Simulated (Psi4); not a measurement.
**BH2Cl (SMILES BCl) at TD-wB97X/cc-pVDZ (save jk yes, sweep point 3)**

Wanted: the excited states of BH2Cl. Input form: a Python script.

Program for the calculation: Psi4 1.11.

3 further runs of the same task are left out: 3 set aside as unsound or not needed.

### 1 Starting point

BH2Cl has 4 atoms, charge 0, and is taken as a singlet. As SMILES, `BCl`. The coordinates come from a PBE0-D4/def2-TZVP relaxation.

Bond lengths: B1–Cl2 1.733 Å, B1–H3 1.190 Å, B1–H4 1.190 Å. Angles: Cl2–B1–H3 118.1°, Cl2–B1–H4 118.1°, H3–B1–H4 123.7°.

### 2 The excited states at TD-wB97X/cc-pVDZ (save jk yes, sweep point 3)

bclh2.py

```python
import psi4

psi4.set_memory('1600 MB')
psi4.set_num_threads(1)
psi4.set_output_file('run.log', False)

molecule = psi4.geometry("""
0 1
B     -0.116700     0.021700    -0.075300
Cl     1.365000    -0.395300     0.721200
H     -1.106200    -0.559500     0.240400
H     -0.086600     0.872800    -0.906600
symmetry c1
""")

psi4.set_options({
    'basis': 'cc-pVDZ',
    'puream': True,
    'scf_type': 'pk',
    'dft_radial_points': 99,
    'dft_spherical_points': 590,
    'save_jk': True,
})

from psi4.driver.procrouting.response.scf_response import tdscf_excitations
E, wfn = psi4.energy("wb97x", return_wfn=True)
states = tdscf_excitations(wfn, states=3, tda=False)
for k, s in enumerate(states, 1):
    print(f"root {k}: {s['EXCITATION ENERGY'] * 27.211386:.4f} eV  f = {s['OSCILLATOR STRENGTH (LEN)']:.4f}  {s['SYMMETRY']}")
print(f'total energy {E:.8f} hartree = {E * 27.211386:.5f} eV')
```

Run with:

```sh
$ python bclh2.py
```

What values should one expect? Wanted: ground-state or mean-field energy; dipole moment; HOMO energy; LUMO energy; HOMO–LUMO gap; lowest excitation energy.

Answer, from the run:

Level: TD-wB97X/cc-pVDZ (save jk yes, sweep point 3).

| quantity | value |
| --- | --- |
| ground-state or mean-field energy | -486.25936 Eh |
| dipole moment (wB97X Kohn–Sham density) | 0.68 D |
| HOMO energy (wB97X Kohn–Sham orbitals) | -11.00 eV |
| LUMO energy (wB97X Kohn–Sham orbitals) | 0.65 eV |
| HOMO–LUMO gap (wB97X Kohn–Sham orbitals) | 11.65 eV |
| lowest excitation energy | 5.28 eV |
